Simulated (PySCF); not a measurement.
## Potential energy of N₂⁺ along the bond

Set-up: PySCF, no relativity, basis sets N 3-21G. Energies in eV from N⁺ + N in their ground configurations at the same level. State: ²Σg⁺ (doublet), unpaired electrons σ ↑.

```
R (Å)  UHF-CCSD    MN15
0.969            -4.813
1.014    -4.832  -6.073
1.059    -5.631  -6.769
1.093    -5.953  -7.013
1.127    -6.096  -7.076
1.161    -6.101  -6.998
1.206    -5.954  -6.735
1.262    -5.609  -6.234
1.330    -5.068  -5.492
1.420            -4.412
```

**Question.** Put a parabola through the three lowest points of the UHF-CCSD curve and estimate Re, k and ωe (reduced mass 7.002 u; 1 eV/Å² = 0.16022 mdyn/Å; ωe = 1302.8·√(k/μ) cm⁻¹).

**Answer.** Through R = 1.127, 1.161, 1.206 Å the second-order coefficient is 43.2 eV/Å², so Re ≈ 1.146 Å, k ≈ 13.8 mdyn/Å and ωe ≈ 1832 cm⁻¹. A polynomial fit of higher order to the unrounded UHF-CCSD energies gives Re = 1.145 Å, k = 16.4 mdyn/Å, ωe = 1993 cm⁻¹; anharmonicity and rounding make the difference.

The higher-order fit for each curve: UHF-CCSD: Re = 1.145 Å, ωe = 1993 cm⁻¹, De = 6.11 eV; MN15: Re = 1.124 Å, ωe = 2204 cm⁻¹, De = 7.08 eV.

Correlated steps freeze 2 core orbitals. 3-21G is very small, so such numbers show the basis as much as the molecule. The state was picked by a PBE0 search and need not be the measured ground state.
